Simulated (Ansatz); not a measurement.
# NH (triplet): the correlation ladder, cc-pVQZ

Aim: climb from Hartree-Fock through coupled cluster and multireference methods for NH (triplet) at one geometry and basis, and see what each rung misses.

Method: cc-pVQZ, correlated electrons: outside noble gas; program: Ansatz 0.2.0, Gaussian basis.

To be run: UHF; CCSD(T) on ROHF; CCSD(T) on UHF; BCCD(T) on ROHF; CCSDT(Q) on ROHF; CCSDT(Q) on UHF; CASSCF and MRCISD+Q, 6 electrons in 5 orbitals; CASSCF and NEVPT4(SD), 6 electrons in 5 orbitals; CASSCF and NEVPT2, 6 electrons in 5 orbitals.

## (1) What is computed

The geometry is an MP2(full)/6-31G* stationary point (not a proven minimum).

2 atoms, charge 0, spin multiplicity 3.

Atoms are counted from 1 here; the program's logs count them from 0.

Bond lengths: N1–H2 1.039 Å.

In the tables R marks a restricted open-shell determinant and U an unrestricted one; 'valence' is the active space of 6 electrons in 5 orbitals; correlation energies count from the lowest restricted Hartree-Fock solution.

## (2) UHF

File in.yaml:

```yaml
crystal:
  periodic: [false, false, false]
  atoms:
    - {symbol: N, position_ang: [0.000000, 0.000000, 0.000000]}
    - {symbol: H, position_ang: [0.000000, 0.000000, 1.039430]}
basis:
  gaussian: {orbitals: cc-pVQZ}
magnetization: {spin_polarized: true, initial_magnetization: 2}
hamiltonian: {xc: hf}
output: {orbitals: {seedname: orbitals}}
```

Started as:

```console
$ ansatz run in.yaml --threads 1 --pin off --events-out ev --progress --plain --max-ram 2816MiB --backend cpu
```

Further steps of the session: CCSD(T) on ROHF; CCSD(T) on UHF; BCCD(T) on ROHF; CCSDT(Q) on ROHF; CCSDT(Q) on UHF; CASSCF and MRCISD+Q, 6 electrons in 5 orbitals; CASSCF and NEVPT4(SD), 6 electrons in 5 orbitals; CASSCF and NEVPT2, 6 electrons in 5 orbitals.

Before running them: what should the planned runs give, taken together? Wanted: correlation energy, UCCSDT(Q); RMP2 from UCCSDT(Q); UMP2 from UCCSDT(Q); RCCSD from UCCSDT(Q); RCCSD(T) from UCCSDT(Q); UCCSD(T) from UCCSDT(Q); RCCSDT(Q) from UCCSDT(Q); NEVPT2 valence from UCCSDT(Q); NEVPT4(SD) valence from UCCSDT(Q).

**Answer**, as computed:

| quantity | value |
| --- | --- |
| correlation energy, UCCSDT(Q) | -4.8421 eV |
| RMP2 from UCCSDT(Q) | +591.6 meV |
| UMP2 from UCCSDT(Q) | +609.4 meV |
| RCCSD from UCCSDT(Q) | +143.2 meV |
| RCCSD(T) from UCCSDT(Q) | +17.6 meV |
| UCCSD(T) from UCCSDT(Q) | +15.5 meV |
| RCCSDT(Q) from UCCSDT(Q) | +2.5 meV |
| NEVPT2 valence from UCCSDT(Q) | +661.6 meV |
| NEVPT4(SD) valence from UCCSDT(Q) | +77.0 meV |
| MRCISD+Q valence from UCCSDT(Q) | +31.4 meV |
| levels of the table within 1 kcal/mol (43 meV) | RCCSD(T), UCCSD(T), BCCD(T), RCCSDT, UCCSDT, RCCSDT(Q), MRCISD+Q valence |
| T1 diagnostic | 0.019 |
| effectively unpaired electrons | 2.01 |

RCCSD(T) misses by +17.6 meV, 0.4 % of the correlation energy. One determinant dominates. Of the multireference levels listed MRCISD+Q valence comes nearest in total energy (+31.4 meV), which doesn't show that its space is the better one. These misses are within one basis, not against nature; the frozen cores of restricted and unrestricted runs differ, which can shift their rows.
